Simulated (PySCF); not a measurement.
Gas-phase reaction: H3SiCCH + HCN + 3 CH4 → H3SiNH2 + 2 C3H6 (cyclic)

Computed with PySCF (xtb for GFN2) and rigid-rotor harmonic-oscillator thermochemistry at 1 bar. † marks an energy on the PBE0/def2-TZVP geometry and frequencies; other levels use their own. MP2 freezes the core. 6-31G* has spherical d functions here. All species are closed-shell singlets. H3SiNH2: computed as isolated molecules; such fragments, hydroxides, amides, oligomers or adducts are transient or little studied in the gas. MP2 isn't extrapolated to the basis-set limit; its ΔH°(298 K) is -80.7 kJ in def2-SVP and -86.8 kJ in def2-TZVPP. The harmonic model lacks anharmonicity and excited electronic states, which grow with temperature; levels with a mode under 35 cm⁻¹ are left out. Internal rotation in H3SiNH2 is treated as a harmonic vibration of one conformer, which makes the entropy rough.

| level | ΔE electronic, kJ | ΔH°(298 K), kJ | ΔS°(298 K), J/K | ΔG°(1400 K), kJ |
|---|---|---|---|---|
| BLYP/def2-TZVP† | -40 | -7 | -290 | 403 |
| GFN2-xTB | -294 | -268 | -296 | 151 |
| HF/6-31G* | -69 | -34 | -289 | 378 |
| HF/def2-TZVP† | -66 | -33 | -290 | 377 |
| MP2/def2-TZVPP† | -120 | -87 | -290 | 323 |
| PBE/def2-SVP | -179 | -150 | -292 | 261 |
| PBE0/def2-QZVP† | -191 | -158 | -290 | 252 |
| PBE0/def2-SVP† | -215 | -182 | -290 | 227 |
| PBE0/def2-TZVP | -187 | -154 | -290 | 255 |
| ωB97M-V/def2-TZVP† | -140 | -107 | -290 | 302 |
| ωB97X-V/def2-TZVP† | -168 | -135 | -290 | 274 |
ΔH° is lowest at GFN2-xTB and highest at BLYP/def2-TZVP†. No reference value is set beside these.
